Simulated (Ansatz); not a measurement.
Results of HSE06 (Ansatz, a first-principles code, PAW) for fcc Au.

Excerpt of the program's output:

```
WARN output.stress: scf.exx.energy_threshold = 1e-6 eV is looser than the 1e-8 eV advised for a stress under a hybrid functional (1e-8 eV for each atom of the …
Crystal: 1 atoms, lattice volume = 16.962 Å³
Basis set: ecut = 460 eV, 339 PW (Γ), exchange–correlation on 48×48×48 points (8 copies of the dense FFT grid, shifted against one another)
Bands: 14, of which v1, the nominal top of the filled ones, is band 10 counted from 1 (9 counted from 0)
Symmetry: 48 space group operations
Space group: Fm-3m (ITA 225), of the structure as read, at distance tolerance 2.6e-5 Å
k-points: 104 of 2744
SCF iter   1: F=—  HF=-13149.301393 eV  |F-HF|=—  |Δ(HF+E_count)|=         —  Δρ=4.92e-3  dr2=3.03e-3
SCF iter   2: F=—  HF=-13149.300665 eV  |F-HF|=—  |Δ(HF+E_count)|=   7.29e-4  Δρ=1.35e-3  dr2=2.38e-4
  ...
SCF 1 converged in 6 iterations: F = -13149.300663 eV  dr2 = 1.83e-12
Crystal: 1 atoms, lattice volume = 16.962 Å³
Initial density: handed on by an earlier stage of this run
Crystal: 1 atoms, lattice volume = 16.962 Å³
SCF iter   5: F=—  HF=-13152.250455 eV  |F-HF|=—  |Δ(HF+E_count)|=   1.45e-9  Δρ=1.40e-6  dr2=3.33e-10
SCF iter   6: F=-13152.250455 eV  HF=-13152.250455 eV  |F-HF|=3.64e-12  |Δ(HF+E_count)|=  1.15e-10  Δρ=5.86e-8  dr2=1.50e-12
SCF 3 converged in 6 iterations: F = -13152.250455 eV  dr2 = 1.50e-12
Free energy (F): -13152.250455 eV
Internal energy: -13152.248923 eV  (E = F + TS)
E sigma→0 (E₀):  -13152.249689 eV
Fermi energy:    20.349258 eV
--- Stress (GPa, compression-positive) ---
        5.699819       0.000000       0.000000
       -0.000000       5.699819      -0.000000
        0.000000      -0.000000       5.699819
  P = ⅓ Tr σ = 5.6998 GPa (56.998 kbar)
```

Question: Write an input file that produces this run.

Answer: Several could match; the one computed here: 
Ansatz 0.2 input:
```yaml
crystal:
  lattice:
    - [0.0, 2.0393, 2.0393]
    - [2.0393, 0.0, 2.0393]
    - [2.0393, 2.0393, 0.0]
  atoms:
    - { symbol: Au, position: [0.0, 0.0, 0.0] }
basis:
  ecutwfc: 460
  ecutrho_ratio: 4
  xc_grid: 2
kpoints:
  mp_grid: { grid: [14, 14, 14] }
hamiltonian:
  xc: hse06
  dispersion: none
  pseudopotentials: { kind: paw }
scf:
  occupations: { method: fermi_dirac, width: 0.05 }
  convergence: { dr2_threshold: 0.0000000001 }
output:
  forces: false
  stress: true
  eigenvalues: true
```

The PAW data were made under PBE.

Note: cell and atoms aren't relaxed at this level (pressure 5.7 GPa).

The result took very roughly 3 core-minutes.
